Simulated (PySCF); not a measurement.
**Reproducing measurements on thiophene**

**The experiment to reproduce.**

From NIST CCCBDB Release 22 (SRD 101), experimental dipoles, for the gas: dipole moment (dielectric constant against temperature) 0.55 D.

How close the calculation comes is told at the end.

Species: thiophene, C₄H₄S.
SMILES with atom numbers: `[cH:1]1[cH:2][cH:3][s:4][cH:5]1` (hydrogens: H6 on C1; H7 on C2; H8 on C3; H9 on C5)

Structure used (BHandHLYP/6-31+G*), in Å, numbered top down from 1:
```
atom  x, y, z in Å
C1    -0.7392   -0.5682    0.3425
C2     0.6846   -0.6384    0.3392
C3     1.2548    0.4233   -0.2861
S4     0.0726    1.5221   -0.8795
C5    -1.2082    0.5436   -0.2798
H6    -1.3767   -1.3120    0.7885
H7     1.2491   -1.4407    0.7821
H8     2.3003    0.6212   -0.4310
H9    -2.2304    0.8421   -0.4193
```

The PySCF runs (gas phase, on this BHandHLYP/6-31+G* geometry; no spin–orbit coupling):

```csv
level,job,basis functions,wall time
"BHandHLYP/6-31+G*, grid level 1",geometry optimisation from a GFN2-xTB start,102,15 s
```

Hardware: an Arm Neoverse V1 with one thread, no GPU, on a shared host.

All basis functions are spherical.

## Comparison

**Dipole moment.** Measured: 0.55 D (NIST CCCBDB Release 22 (SRD 101), experimental dipoles).

```
            level  computed (D)  computed − measured (D)  % (from the printed values)
BHandHLYP/6-31+G*          0.62                    +0.07                          +13
```

The computed dipoles belong to one fixed geometry; measured ones are averaged over vibrations unless marked μe. Magnitudes are compared, not signs.

No measured geometry was used, and the causes of the misses weren't examined.
